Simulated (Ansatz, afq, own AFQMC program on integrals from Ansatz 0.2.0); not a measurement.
Two steps: Ansatz 0.2.0 writes the Fock matrix and Cholesky factors of the valence space, and afq projects on them the lowest state that overlaps trial and start.

```yaml
crystal:
  periodic: [false, false, false]
  atoms:
    - {symbol: Ge, position_ang: [-0.279676, -0.002127, 0.000875]}
    - {symbol: N, position_ang: [1.614684, 0.012278, -0.005052]}
    - {symbol: H, position_ang: [-0.771963, 1.453501, 0.003931]}
    - {symbol: H, position_ang: [-0.751362, -0.736741, 1.265415]}
    - {symbol: H, position_ang: [-0.759290, -0.734117, -1.262204]}
basis:
  gaussian: {orbitals: cc-pVDZ}
magnetization: {spin_polarized: true, initial_magnetization: 2}
correlation: {method: ccsd_t, electrons: outside_noble_gas, hamiltonian_folder: ham}
```

```sh
$ ansatz run in.yaml --threads 1 --pin off --events-out ev --progress --plain --max-ram 1382MiB
```

Options of the walk:

```
--method phaseless --trial hf --walkers 120 --populations 1 --least-time 40 --time-step 0.005 --steps-per-block 20 --equilibration-blocks 112 --max-blocks 600 --target-error 0.00126 --factor-cut 1e-05 --start spin_pure --seed 1359 --taylor-order 6
```

Times are imaginary, in 1/Eh. The walk had a cap of 1833 s. Filled inner d shells are frozen with the cores.

```
orbitals 41  electrons 7 5  factors 330 of 591
reference energy -2131.45853306 Eh
CCSD correlation -0.23657601 Eh in 12 cycles, weight of the determinant in the CISD state 0.8912
energy of the start -2131.459045 Eh
 block  time / (1/Eh)  mean weight  energy / Eh
     1     0.100  1.0029  -2131.512356
     2     0.200  1.0006  -2131.549947
     3     0.300  1.0024  -2131.584318
     4     0.400  1.0022  -2131.607003
     5     0.500  1.0000  -2131.618501
    10     1.000  1.0018  -2131.673764
    71     7.100  0.9997  -2131.693951
   113    11.300  0.9992  -2131.728570
   141    14.100  1.0019  -2131.707544
   211    21.100  0.9996  -2131.682628
   281    28.100  1.0017  -2131.695414
   351    35.100  0.9977  -2131.686916
   365    36.500  0.9990  -2131.668087
   421    42.100  0.9999  -2131.687657
   491    49.100  1.0011  -2131.706125
   561    56.100  1.0002  -2131.697516
blocks merged  error / Eh  count
     1  0.000628  460
     2  0.000812  230
     4  0.001039  115
     8  0.001217  57
    16  0.001228  28
    32  0.001254  14
energy -2131.695775 +/- 0.001228 Eh
(rows thinned)
```

Question: Estimate how long the walk took on 1 thread of Arm Neoverse V2 (shared host).

Answer: 4.2 min of wall time.

The run passed its tests (sampling time, drift between the halves within three errors, error under three times the target), which doesn't prove that it has relaxed.

Against this walk (error 33.4 meV) on the same determinant: CCSD(T) 113.8 meV lower, the released energy of a separate walk with a CISD trial 140.9 ± 36.3 meV lower, a separate phaseless walk with a CISD trial and standard settings 135.6 ± 35.1 meV lower. The error is statistical and leaves out the bias of the constraint. AFQMC with the constraint released is the surest value here, so the walk's 141 meV above it is most likely the bias of the constraint with this trial, which can have either sign.

Cautions: constraint bias not in the error; no relativity below Rb; no spin-orbit coupling; inner d shell frozen; lower spins were not checked.

A walk keeps the symmetry of its determinant, which the program's search chose and which needn't be the lowest solution, so a lower state of the same spin and another symmetry isn't excluded.
